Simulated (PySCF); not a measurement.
Shifts of the heteroatoms

Geometry:
```csv
atom,x (Å),y (Å),z (Å)
C1,1.829,-0.321,-0.004
C2,0.604,0.204,0.678
O3,0.472,0.285,1.872
C4,-0.531,0.636,-0.251
C5,-1.741,-0.274,-0.071
F6,-0.121,0.606,-1.569
H7,1.555,-1.148,-0.657
H8,2.560,-0.646,0.730
H9,2.252,0.460,-0.633
H10,-0.795,1.679,-0.034
H11,-1.483,-1.293,-0.350
H12,-2.561,0.066,-0.698
H13,-2.047,-0.255,0.971
```

- GIAO PBE0/pcSseg-1 shieldings
- geometry from GFN2-xTB
- J: B3LYP/pcJ-1 (spin–dipole term only in couplings to heteroatoms)
- program: PySCF
- one averaged value for each set of equivalent atoms, single conformer, isolated molecule, non-relativistic

**Question.** Predict the ¹⁹F NMR data.

**Answer.** 
| atoms | environment | σ (ppm) | δ (ppm) |
| --- | --- | --- | --- |
| F6 | fluorine on an sp3 carbon | 383.4 | -185.4 |

Shieldings were converted by a linear fit to measured shifts: ¹⁹F: δ = 146.13 − 0.903σ +14.6 on sp3 carbon (rms 6.0 ppm, 223 shifts, 7.0 ppm with the 5 outliers that the fit left out vs CFCl3, solution or neat liquid). A few per cent of atoms miss by over 2 rms, more outside the fitted compound classes. Couplings are scaled by factors fitted to measured values: ²J(H,H) × 0.95 (rms 1.3 Hz), ³J(H,H) × 0.92 (rms 0.5 Hz), ¹J(C,F) × 0.77 (rms 8.7 Hz), ²J(C,F) × 1.14 (rms 1.9 Hz, 10.1 with 1 outliers), ³J(C,F) × 1.46 (rms 1.5 Hz); all others are unscaled and can be 10–30 % off.

Couplings (the largest are listed; each averaged over equivalent pairs): ¹J(C4,F6) = -182.1 Hz, ²J(F6,H10) = 59.0 Hz, ²J(C2,F6) = 24.0 Hz, ²J(C5,F6) = 23.2 Hz, ³J(F6,H11) = 22.8 Hz, ³J(O3,F6) = 5.6 Hz, ³J(C1,F6) = 3.5 Hz.

On a 300 MHz spectrometer ¹⁹F resonates near 282.3 MHz, so 1 ppm is 282.3 Hz.

**Question.** Where does ¹⁷O resonate?

**Answer.** 
```tsv
atoms	environment	σ (ppm)	δ (ppm)
O3	ketone oxygen	-323.3	561.2
```

Shieldings were converted by a linear fit to measured shifts: ¹⁷O: δ = 266.70 − 0.911σ (rms 10.7 ppm, 155 shifts, 12.2 ppm with the 3 outliers that the fit left out vs liquid water, solution or neat liquid). Occasional misses reach two or three times the rms, and more in compound classes unlike the fitted ones. Couplings are scaled by factors fitted to measured values: ²J(H,H) × 0.95 (rms 1.3 Hz), ³J(H,H) × 0.92 (rms 0.5 Hz), ¹J(C,F) × 0.77 (rms 8.7 Hz), ²J(C,F) × 1.14 (rms 1.9 Hz, 10.1 with 1 outliers), ³J(C,F) × 1.46 (rms 1.5 Hz); all others are unscaled and can be 10–30 % off.

Couplings (the largest are listed; each averaged over equivalent pairs; quadrupolar broadening usually hides them): ¹J(C2,O3) = 33.5 Hz, ²J(O3,C4) = -2.0 Hz, ³J(O3,F6) = 5.6 Hz, ³J(O3,H7) = -2.1 Hz, ³J(O3,H10) = -1.1 Hz.

On a 400 MHz spectrometer ¹⁷O resonates near 54.2 MHz, so 1 ppm is 54.2 Hz.
